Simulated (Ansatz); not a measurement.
Born–Oppenheimer molecular dynamics of BClFH3 (6 atoms, charge 0, multiplicity 1). It starts at the highest image of a converged band, a first-order saddle point between two minima.

Method: UKS PBE-D4/def2-SVPD (Ansatz 0.2.0).

| Item | Value |
| --- | --- |
| ensemble | NVE (velocity Verlet) |
| time step | 0.5 fs |
| steps asked | 200 |
| starting velocities drawn for | 300 K |
| seed | 7129 |

First frame:

```xyz
6
Properties=species:S:1:pos:R:3
B -0.288 0.052 -0.468
F 0.962 0.830 0.057
H 0.019 -0.665 -1.387
H -1.265 0.758 -0.439
H 0.806 0.067 0.990
Cl -0.234 -1.041 1.246
```

Q: How far do the bonds stretch over the last three quarters of this one trajectory? (Pairs bonded in most of those frames.)

A: 
| bond | mean (Å) | spread (Å) | shortest | longest |
| --- | --- | --- | --- | --- |
| B1–H3 | 1.210 | 0.036 | 1.15 | 1.27 |
| B1–H4 | 1.211 | 0.033 | 1.15 | 1.27 |
| B1–Cl6 | 1.782 | 0.042 | 1.70 | 1.84 |
| F2–H5 | 0.941 | 0.006 | 0.93 | 0.96 |

Mean temperature of the second half: 619 K. The conserved energy stayed within 0.16 meV per atom of its start (net change 0.074 meV per atom), so the integration is sound. The system heated up, since it started high on the potential surface and ran downhill. A run of 0.1 ps of so small a system gives no equilibrium averages. The orbitals stay closed-shell, which can raise the energy where a bond breaks towards radicals; this wasn't checked here.

Time of the run: 4.5 min on 2 threads of Arm Neoverse V2, on a shared host, peak memory 0.17 GiB.
